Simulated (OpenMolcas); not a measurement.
A ladder of methods for NH (imidogen)

NH: 2 atoms, total charge 0, spin state triplet. SMILES: `[NH]`. Geometry: the measured bond length.

```xyz
2

N     0.0000    0.0000    0.0000
H     0.0000    0.0000    1.0362
```

Each level gives the vertical energy of the singlet above the triplet (eV). The values are calculated.

| level | kind | program | value (eV) | less FCI/6-31G* | CPU time (all runs) |
| --- | --- | --- | --- | --- | --- |
| UHF/6-31G* (spherical functions) | Hartree–Fock | OpenMolcas | 2.98 | +1.13 | 2.9 s |
| USVWN5/6-31G* (spherical functions) | LDA | OpenMolcas | 2.39 | +0.54 | 5.1 s |
| UPBE/6-31G* (spherical functions) | GGA | OpenMolcas | 2.47 | +0.62 | 5.8 s |
| U-r2SCAN/6-31G* (spherical functions) | meta-GGA | OpenMolcas | 2.72 | +0.87 | 11 s |
| UB3LYP/6-31G* (spherical functions) | global hybrid | OpenMolcas | 2.32 | +0.47 | 7.2 s |
| UPBE0/6-31G* (spherical functions) | global hybrid | OpenMolcas | 2.54 | +0.69 | 5.8 s |
| ROCCSD(T)/6-31G* (spherical functions) | coupled cluster or CI | OpenMolcas | 2.05 | +0.20 | 4.1 s |
| FCI/3-21G | exact in the basis | OpenMolcas | 2.03 | +0.18 | 4.5 s |
| FCI/6-31G* (spherical functions) | exact in the basis | OpenMolcas | 1.85 | 0.00 | 9.6 s |

FCI/6-31G* (spherical functions) is exact within its basis and frozen core, so for wave-function methods in that basis the difference is their error; functionals converge differently with the basis, so for them it is only a difference. The values span 1.85 to 2.98 eV. High-level rows in very small sets aren't better than simpler rows in larger ones. CPU times are rough (shared hosts, several kinds of processor): they show what a rung costs within a factor of a few.
